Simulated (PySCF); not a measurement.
# Core-level binding energies of tetrafluoroethylene

Tetrafluoroethylene, C2F4.
Z-matrix (Å and degrees, PBE0-D3(BJ)/def2-SVP geometry), rows numbered from 1:
```
F 
C   1  1.3082
F   2  1.3082  1  113.69
C   2  1.3289  1  123.13  3   179.99
F   4  1.3081  2  123.09  1   179.99
F   4  1.3082  2  123.16  1     0.02
```

Level of theory: delta-SCF UKS SCAN, pcX-2 on the ionised atom, pcseg-1 elsewhere, spin-free X2C in PySCF. Binding energies are ΔSCF values: E(core-ionised, relaxed orbitals) − E(ground state) at a fixed geometry, referred to the vacuum level.

Question: Give the core binding energies atom by atom.

Answer: 
```csv
atom(s),bonded to,level,binding energy (eV),count
F1/F3/F5/F6,C,F 1s,694.87,4
C2/C4,2 F and C (double bond),C 1s,296.18,2
```

Question: Which photon energy gives electrons from C 1s of C2/C4 a kinetic energy of 50 eV, and what is their de Broglie wavelength?

Answer: hν = 296.18 + 50 = 346.18 eV, recoil neglected; λ = 12.264 Å/√(E/eV) = 1.73 Å.

Question: Give the binding energy of C 1s of C2/C4 in hartree and in kJ/mol.

Answer: 296.18 eV = 10.8844 Eh = 28577 kJ/mol.

Atoms equivalent by their bonding share one computed value, that of the first of them. Isolated species at its PBE0-D3(BJ)/def2-SVP geometry, gas phase.

The run took 5.0 s on an Arm Neoverse V1 with one thread (shared host), and the process peaked at 0.34 GiB of memory.
